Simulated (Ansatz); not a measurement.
# BNHS (quartet): the correlation ladder at distance B1–S2 = 1.364 Å, cc-pVDZ

One table from this session's results is given with a row withheld; the runs are named, their logs left out.

Method: cc-pVDZ, core rule «outside noble gas», up to 7 orbitals frozen; program: Ansatz 0.2.0, Gaussian basis.

The runs, in order: UHF; CCSD(T) on ROHF; CCSD(T) on UHF; BCCD(T) on ROHF; CISD; CCSDT(Q) on ROHF; CCSDT(Q) on UHF; CASSCF and MRCISD+Q, 5 electrons in 5 orbitals; CASSCF and NEVPT2, 5 electrons in 5 orbitals.

42 further runs of the same task are left out: 5 for a known fault of the program, 1 for a mislabelled method, 29 that didn't finish, 7 set aside as unsound or not needed.

## The system

The geometry derives from a PBE0/def2-TZVP stationary point (not a proven minimum). One bond is set to the value named and the two fragments are kept rigid.

4 atoms, charge 0, spin multiplicity 4.

Atoms are counted from 1 here; the program's logs count them from 0.

Bond lengths: B1–S2 1.364 Å, S2–N3 1.651 Å, N3–H4 1.029 Å. Angles: B1–S2–N3 108.3°, S2–N3–H4 104.0°.

The first run:

Contents of in.yaml:

```yaml
crystal:
  periodic: [false, false, false]
  atoms:
    - {symbol: B, position_ang: [0.000000, -0.462788, 1.241750]}
    - {symbol: S, position_ang: [0.000000, 0.381585, 0.170522]}
    - {symbol: N, position_ang: [0.000000, -0.528396, -1.207364]}
    - {symbol: H, position_ang: [0.000000, 0.167415, -1.965555]}
basis:
  gaussian: {orbitals: cc-pVDZ}
magnetization: {spin_polarized: true, initial_magnetization: 3}
hamiltonian: {xc: hf}
output: {orbitals: {seedname: orbitals}}
```

On the command line:

```bash
$ ansatz run in.yaml --threads 1 --pin off --events-out ev --progress --plain --max-ram 2393MiB
```

Among the steps run: UHF; CCSD(T) on ROHF; CCSD(T) on UHF; BCCD(T) on ROHF; CISD; CCSDT(Q) on ROHF; CCSDT(Q) on UHF; CASSCF and MRCISD+Q, 5 electrons in 5 orbitals; CASSCF and NEVPT2, 5 electrons in 5 orbitals.

One of the session's tables, all rows but one given; the rest of the session is left out.

| method | from UCCSDT(Q) (kJ/mol) |
| --- | --- |
| ROHF | +945.1 |
| UHF | +907.9 |
| RMP2 | +123.6 |
| UMP2 | +124.2 |
| CISD | +125.6 |
| RCCSD | ? |
| UCCSD | +34.7 |
| RCCSD(T) | +5.7 |
| UCCSD(T) | +5.8 |
| BCCD(T) | +5.4 |
| RCCSDT | +2.6 |
| UCCSDT | +2.4 |
| RCCSDT(Q) | +0.2 |
| UCCSDT(Q) | 0 |
| CASSCF pair | +892.5 |
| MRCISD pair | +118.5 |
| MRCISD+Q pair | +25.0 |

**Question.** Estimate the row for RCCSD.

The run gave: from UCCSDT(Q) (kJ/mol): +35.8. In the column «from UCCSDT(Q) (kJ/mol)» it lies between UCCSD (+34.7) and MRCISD pair (+118.5).

Not comparable, so not listed: CASSCF and NEVPT2, 5 electrons in 5 orbitals (they don't share determinant, frozen orbitals or solution with the rows shown, or repeat one).

Limits of these values: Restricted and unrestricted rows rest on different reference determinants; where their highest levels disagree by more than a few hundredths of an eV, they describe different states and don't form one ladder. Warnings in the runs' records: passed over end.
